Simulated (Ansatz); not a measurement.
I need an active-space calculation of CH4OSi, SMILES C[Si]O. Use Ansatz 0.2.0, Python API. Settings (for the species named): Hartree-Fock, cc-pVDZ basis, multiplicity 1.

```yaml
atoms:
  - { symbol: C, position_ang: [-0.6779, 0.4529, -0.2995] }
  - { symbol: Si, position_ang: [1.0462, 0.0809, -0.5784] }
  - { symbol: O, position_ang: [1.5327, -1.2015, 0.3228] }
  - { symbol: H, position_ang: [-1.2992, -0.3359, -0.5722] }
  - { symbol: H, position_ang: [-1.0290, 1.3420, -0.9454] }
  - { symbol: H, position_ang: [-0.9206, 0.7742, 0.7324] }
  - { symbol: H, position_ang: [1.4092, -1.1806, 1.2947] }
```

The script, `cas.py`:
```python
# -*- coding: utf-8 -*-
"""Static correlation in CH4OSi: natural occupations of an active space."""

import ansatz as az

GEOMETRY = """
C    -0.67790    0.45290   -0.29950
Si    1.04620    0.08090   -0.57840
O     1.53270   -1.20150    0.32280
H    -1.29920   -0.33590   -0.57220
H    -1.02900    1.34200   -0.94540
H    -0.92060    0.77420    0.73240
H     1.40920   -1.18060    1.29470
"""


def main():
    geometry = az.Crystal.molecule()
    for line in GEOMETRY.strip().splitlines():
        symbol, *xyz = line.split()
        geometry = geometry.atom(symbol, [float(v) for v in xyz])

    setup = (
        geometry.calculation()
        .basis(gaussian="cc-pVDZ")
        .correlation(active_electrons=2, active_orbitals=3)
    )
    for method in [None, "sc_nevpt2"]:
        r = (setup if method is None else setup.correlation(method)).run().report
        space = r["configurations"]
        state = space["states"][0]
        print(method or "casscf", f"total {r['free_energy_ev'] / 27.211386246:.6f} Ha, active-space state {state['energy']['hartree']:.6f} Ha, mean field {r['reference_energy_ev'] / 27.211386246:.6f} Ha")
        print("  determinants", state["n_determinants"], " natural occupations", [round(n, 3) for n in space["natural_occupations"]])


if __name__ == "__main__":
    main()
```

```console
$ python cas.py
casscf total -403.997997 Ha, active-space state -403.997997 Ha, mean field -403.968975 Ha
  determinants 9  natural occupations [1.897, 0.084, 0.019]
sc_nevpt2 total -404.389867 Ha, active-space state -403.997972 Ha, mean field -403.968975 Ha
  determinants 9  natural occupations [1.897, 0.084, 0.019]
```

Reading the output:
- Total energies depend on the basis set; only differences at equal settings carry meaning.
- The geometry is a force-field or estimated start, not a minimum of this method, and the basis set is short of its limit. The active space starts as a window about the frontier orbitals and is then optimised, not chosen by chemistry.
- Run time: 3.6 s on 1 thread of Arm Neoverse V2, on a shared host, peak memory 0.17 GiB.
